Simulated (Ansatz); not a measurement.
# Worked example: correlation energy of PH2⁺, singlet

Geometry: a PBE0/def2-TZVP stationary point for this spin, not checked as a minimum.

```xyz
3

P     0.0000   -0.0608    0.0000
H     0.0000    0.9346   -1.0256
H     0.0000    0.9346    1.0256
```

Basis cc-pVDZ; Ansatz 0.2.0. Only valence electrons are correlated (noble-gas cores frozen), which leaves 6 electrons in 23 orbitals. R marks a restricted (for open shells ROHF) determinant.

Full CI is exact within this basis and frozen core; it isn't the basis-set limit.

Runs differ by some tens of microhartree through their thresholds, so steps under 0.03 kcal/mol mean nothing.

```json
{"level": "RHF", "total energy (hartree)": "-341.529445"}
{"level": "RMP2", "total energy (hartree)": "-341.626397"}
{"level": "RCCSD", "total energy (hartree)": "-341.655845"}
{"level": "RCCSD(T)", "total energy (hartree)": "-341.658307"}
{"level": "RCCSDT", "total energy (hartree)": "-341.658905"}
{"level": "RCCSDT(Q)", "total energy (hartree)": "-341.659019"}
{"level": "RCCSDTQ", "total energy (hartree)": "-341.659046"}
{"level": "full CI", "total energy (hartree)": "-341.659049"}
```

What is the correlation energy at full CI, and what share of it do RMP2 and RCCSD(T) recover?

E(corr) = -341.659049 − (-341.529445) = -0.129604 hartree = -3.527 eV. RMP2: -0.096952 / -0.129604 = 74.81 %. RCCSD(T): -0.128862 / -0.129604 = 99.43 %.

By how many kcal/mol does RCCSD(T) miss full CI (1 hartree = 627.509 kcal/mol), and which steps make up the rest?

-341.658307 − (-341.659049) = 0.000742 hartree = 0.47 kcal/mol. Steps: RCCSDT − RCCSD(T) = -0.38, RCCSDT(Q) − RCCSDT = -0.07, RCCSDTQ − RCCSDT(Q) = -0.02, full CI − RCCSDTQ = 0.00 kcal/mol. That is within 1 kcal/mol of the reference in this basis, which itself misses far more of the correlation at the basis-set limit.
